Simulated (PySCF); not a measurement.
Gas-phase reaction: 5 CH2CF2 → 2 CHF2 + 2 CF3 + 2 C3H4 (cyclic)

Computed with PySCF and rigid-rotor harmonic-oscillator thermochemistry at 1 bar. † marks an energy on the PBE0/def2-TZVP geometry and frequencies; other levels use their own. CCSD(T) freezes the core. 6-31G* has spherical d functions here. Open shells (unrestricted): CHF2 (multiplicity 2), CF3 (multiplicity 2); the rest are closed-shell singlets. B3LYP is the form with VWN-RPA correlation. CHF2: computed as isolated molecules; such fragments, hydroxides, amides, oligomers or adducts are transient or little studied in the gas. CCSD(T) isn't extrapolated to the basis-set limit.

```tsv
level	ΔH°(298 K), kJ
B3LYP/6-31G*	882
B3LYP/def2-TZVP†	___
CCSD(T)/def2-TZVPP†	884
M06-2X/def2-TZVP†	867
PBE/def2-SVP	___
PBE/def2-TZVP†	866
PBE0/def2-TZVP	___
```

Question: Fill in the missing entries.

Answer: 
- B3LYP/def2-TZVP†, ΔH°(298 K), kJ: 876
- PBE/def2-SVP, ΔH°(298 K), kJ: 877
- PBE0/def2-TZVP, ΔH°(298 K), kJ: 845
